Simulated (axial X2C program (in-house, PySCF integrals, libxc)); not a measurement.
Correcting the dissociation energy of BC for spin–orbit coupling

A spin-free PBE0 curve (one-electron X2C) was computed with an axial X2C code built on PySCF integrals, basis C dyall-v3z [7s6p2d1f], B dyall-v3z [7s6p2d1f] (cores contracted in-house), for the state M_S = 3/2, Λ = 0 (beyond evenly filled blocks: σα, π+α, π-α). It gives D0 = 4.635 eV to C + B, which in a spin-free picture are the weighted means of the ground terms.

Measured levels of the ground terms (NIST Handbook of Basic Atomic Spectroscopic Data), in cm⁻¹: C 3P: J = 0 at 0, J = 1 at 16.4, J = 2 at 43.4; B 2P: J = 1/2 at 0, J = 3/2 at 15.3.

The molecular state has Λ = 0, so it has no first-order lowering.

(1) How far does each ground level lie under the (2J+1)-weighted mean of its term?

(2) Correct D0.

Second-order spin–orbit effects in the molecule, which grow quickly with Z, are left out. Occupations by symmetry block were frozen at the best pattern of an incomplete PBE0 search. Dissociation energies refer to the lowest single-determinant-based atoms at the same level and basis. Other states lie close and PBE0, whose exact exchange favours high spin, may order them wrongly; the determinant shown need not be the ground state. The nearest other spin-free determinant of the search, M_S = 1/2, Λ = 0, lies 0.37 eV up at the distance of the search.

## Answers

(1) C: (1 × 0 + 3 × 16.4 + 5 × 43.4)/9 = 30 cm⁻¹; B: (2 × 0 + 4 × 15.3)/6 = 10 cm⁻¹.

(2) D0 = 4.635 + (0 − 40)/8065.5 = 4.630 eV at PBE0 with these spin–orbit terms.
